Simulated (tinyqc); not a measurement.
Worked calculation: Born-Oppenheimer dynamics on the RHF/sto-3g surface (energies and gradients from PySCF), for LiH, spin multiplicity 1. Computed by tinyqc, a small Python program that keeps every step (integrals from PySCF). Settings: charge = 0, multiplicity = 1, basis = sto-3g, time step (fs) = 0.5, steps = 24. Command: `OMP_NUM_THREADS=1 python tinyqc.py 26364 26365 out.jsonl` (the two numbers bound the seeds that draw the settings). One thread of a shared host (Intel(R) Xeon(R) Processor @ 2.60GHz), about 2 s of CPU time with the checks.

## Velocity Verlet step 1

positions (bohr), order 1Li, 2H:
$$\begin{pmatrix}
0.0000 & 0.0000 & 0.0000 \\
0.0000 & 0.0000 & 3.2503
\end{pmatrix}$$

velocities (bohr per atomic time unit), order 1Li, 2H:
$$\begin{pmatrix}
-0.0000193 & 0.0000205 & 0.0000044 \\
0.0001347 & -0.0001425 & -0.0000306
\end{pmatrix}$$

gradient (hartree/bohr), order 1Li, 2H:
$$\begin{pmatrix}
0.000000 & 0.000000 & -0.034427 \\
0.000000 & 0.000000 & 0.034427
\end{pmatrix}$$

masses (electron masses): 1Li 12789.3929, 2H 1837.1526

gradient after step 1 (hartree/bohr), order 1Li, 2H:
$$\begin{pmatrix}
-0.000033 & 0.000035 & -0.034092 \\
0.000033 & -0.000035 & 0.034092
\end{pmatrix}$$

dt = 0.5 fs = 20.6707 atomic units; x' = x + v dt - g dt^2 / (2m); after the new gradient g', v' = v - (g + g') dt / (2m).

positions after step 1 (bohr), order 1Li, 2H:
$$\begin{pmatrix}
-0.0004 & 0.0004 & 0.0007 \\
0.0028 & -0.0029 & 3.2457
\end{pmatrix}$$

velocities after step 1 (bohr per atomic time unit), order 1Li, 2H:
$$\begin{pmatrix}
-0.0000193 & 0.0000204 & 0.0000598 \\
0.0001345 & -0.0001423 & -0.0004161
\end{pmatrix}$$

## Velocity Verlet step 2

gradient after step 2 (hartree/bohr), order 1Li, 2H:
$$\begin{pmatrix}
-0.000065 & 0.000069 & -0.033168 \\
0.000065 & -0.000069 & 0.033168
\end{pmatrix}$$

As before.

positions after step 2 (bohr), order 1Li, 2H:
$$\begin{pmatrix}
-0.0008 & 0.0008 & 0.0025 \\
0.0056 & -0.0059 & 3.2331
\end{pmatrix}$$

velocities after step 2 (bohr per atomic time unit), order 1Li, 2H:
$$\begin{pmatrix}
-0.0000192 & 0.0000204 & 0.0001141 \\
0.0001339 & -0.0001417 & -0.0007945
\end{pmatrix}$$

## Energy conservation

The total energy should stay constant up to terms of order dt^2; the step counts as short enough if it moves by less than 2 % of the largest kinetic energy.

Trajectory:
```
time (fs)  1Li-2H (angstrom)  potential (hartree)  kinetic (hartree)  total (hartree)
0.0000                1.7200            -7.855890           0.000041        -7.855848
0.5000                1.7172            -7.856071           0.000222        -7.855849
1.0000                1.7096            -7.856554           0.000703        -7.855851
1.5000                1.6973            -7.857305           0.001451        -7.855855
2.0000                1.6806            -7.858270           0.002411        -7.855859
2.5000                1.6598            -7.859374           0.003509        -7.855865
3.0000                1.6352            -7.860525           0.004653        -7.855872
3.5000                1.6074            -7.861616           0.005736        -7.855880
4.0000                1.5770            -7.862530           0.006642        -7.855888
4.5000                1.5447            -7.863152           0.007257        -7.855895
5.0000                1.5114            -7.863382           0.007482        -7.855900
5.5000                1.4781            -7.863154           0.007252        -7.855902
6.0000                1.4459            -7.862452           0.006552        -7.855899
6.5000                1.4159            -7.861331           0.005439        -7.855892
7.0000                1.3893            -7.859926           0.004047        -7.855880
7.5000                1.3672            -7.858443           0.002579        -7.855864
8.0000                1.3506            -7.857128           0.001279        -7.855849
8.5000                1.3403            -7.856222           0.000384        -7.855838
9.0000                1.3369            -7.855901           0.000067        -7.855834
9.5000                1.3404            -7.856229           0.000391        -7.855838
10.0000               1.3508            -7.857141           0.001291        -7.855849
10.5000               1.3674            -7.858459           0.002594        -7.855864
11.0000               1.3896            -7.859943           0.004063        -7.855880
11.5000               1.4163            -7.861346           0.005453        -7.855892
12.0000               1.4463            -7.862462           0.006562        -7.855900
```

The total energy moves within 6.8e-05 hartree, under 2 % of the largest kinetic energy.
